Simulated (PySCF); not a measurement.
# C4H8: calculation against experiment

**Experimental background.**

NIST CCCBDB Release 22 (SRD 101), experimental dipoles lists, for the gas: dipole moment 0.503 ± 0.009 D.

From NIST CCCBDB Release 22 (SRD 101), experimental polarizabilities, for the gas: mean polarisability 7.88 Å³.

From Chong, Molecules 2021, 26, 1947 (electron spectra of vapor-phase indole and four azaindoles), for the gas: C 1s binding energy of C1 289.83 eV; C 1s binding energy of C2 290.65 eV; C 1s binding energy of C3/C4 290.69 eV.

How close the calculation comes is told at the end.

Compound: C4H8.
SMILES with atom numbers: `[CH2:1]=[C:2]([CH3:3])[CH3:4]` (hydrogens: H5, H6 on C1; H7, H8, H9 on C3; H10, H11, H12 on C4)

Geometry (PBE0-D3(BJ)/def2-TZVP, Å), atoms numbered from 1 in this order:
```xyz
12
C4H8 angstrom
C      1.333   -0.337    0.709
C      0.188   -0.048    0.099
C     -1.075   -0.798    0.380
C      0.081    1.045   -0.916
H      2.241    0.216    0.494
H      1.400   -1.134    1.442
H     -1.853   -0.121    0.749
H     -0.924   -1.585    1.119
H     -1.468   -1.253   -0.536
H      1.032    1.558   -1.061
H     -0.246    0.644   -1.881
H     -0.669    1.784   -0.616
```

Runs made with PySCF (gas phase, on this PBE0-D3(BJ)/def2-TZVP geometry; non-relativistic but for the core-level run):

| level | job | basis functions | wall time |
| --- | --- | --- | --- |
| PBE0-D3(BJ)/def2-TZVP, grid level 2 | geometry optimisation from a GFN2-xTB start shaken at random | 172 | 59 s |
| PBE0/pcSseg-2 | shieldings, charges and field gradients, density and orbital grids written | 256 | 21 s |
| CAM-B3LYP/aug-cc-pVTZ | 10 singlets by full TDDFT, 4 Tamm–Dancoff triplets, polarisability | 368 | 40 s |
| PBE0/aug-cc-pVTZ | 10 singlets by full TDDFT, 4 Tamm–Dancoff triplets, polarisability, dynamic polarisability, density and orbital grids written | 368 | 39 s |
| wB97X-D/aug-cc-pVTZ | 10 singlets by full TDDFT, 4 Tamm–Dancoff triplets, polarisability, ΔSCF ions | 368 | 65 s |
| delta-SCF UKS SCAN, pcX-3 on the ionised atom, pcseg-2 elsewhere, spin-free X2C | ΔSCF core ionisation, 3 holes | 286 | 44 s |

Hardware: Arm Neoverse V2, one thread, shared host.

**Comparison with experiment**

**Dipole moment.** Measured: 0.503 D (NIST CCCBDB Release 22 (SRD 101), experimental dipoles).

| level | computed (D) | computed − measured (D) | % (from the printed values) |
| --- | --- | --- | --- |
| PBE0-D3(BJ)/def2-TZVP | 0.577 | +0.074 | +15 |
| PBE0/pcSseg-2 | 0.589 | +0.086 | +17 |
| CAM-B3LYP/aug-cc-pVTZ | 0.585 | +0.082 | +16 |
| PBE0/aug-cc-pVTZ | 0.589 | +0.086 | +17 |
| wB97X-D/aug-cc-pVTZ | 0.588 | +0.085 | +17 |

All 5 levels lie above the measurement. The computed dipoles belong to one fixed geometry; measured ones are averaged over vibrations unless marked μe. Magnitudes are compared, not signs.

**Mean polarisability.** Measured: 7.88 Å³ (NIST CCCBDB Release 22 (SRD 101), experimental polarizabilities).

| level | computed (Å³) | computed − measured (Å³) | % (from the printed values) |
| --- | --- | --- | --- |
| CAM-B3LYP/aug-cc-pVTZ | 7.80 | -0.08 | -1 |
| PBE0/aug-cc-pVTZ | 7.84 | -0.04 | -1 |
| wB97X-D/aug-cc-pVTZ | 7.79 | -0.09 | -1 |

Closest is PBE0/aug-cc-pVTZ (-0.04 Å³), furthest wB97X-D/aug-cc-pVTZ (-0.09 Å³); one molecule doesn't rank methods. All 3 levels lie below the measurement. The computed values are static and purely electronic, with core orbitals frozen in the response (1 au = 0.148185 Å³). The table of measured values doesn't say here whether a value is static or optical, or holds a vibrational part.

**Core binding energies.** PySCF 2.14.0, delta-SCF UKS SCAN, pcX-3 on the ionised atom, pcseg-2 elsewhere, spin-free X2C.

```
level and atom  computed (eV)  measured (eV)  computed − measured (eV)
      C 1s, C1         289.62         289.83                     -0.21
      C 1s, C2         290.49         290.65                     -0.16
   C 1s, C3/C4         290.60         290.69                     -0.09
```

Sources, in the order of the opening: Chong, Molecules 2021, 26, 1947 (electron spectra of vapor-phase indole and four azaindoles). Against the first value of each row the mean signed difference is -0.15 eV and the largest in size -0.21 eV. The computed values are vertical, without vibrational structure; measured positions hang on the energy calibration. The first atom of each set that the bonding makes equivalent was ionised and stands for the set. Spin contamination (⟨S²⟩ against 0.75 for a pure doublet) is marked for C 1s of C2 (0.87), which makes this value less certain.

No measured geometry was used, and the causes of the misses weren't examined.
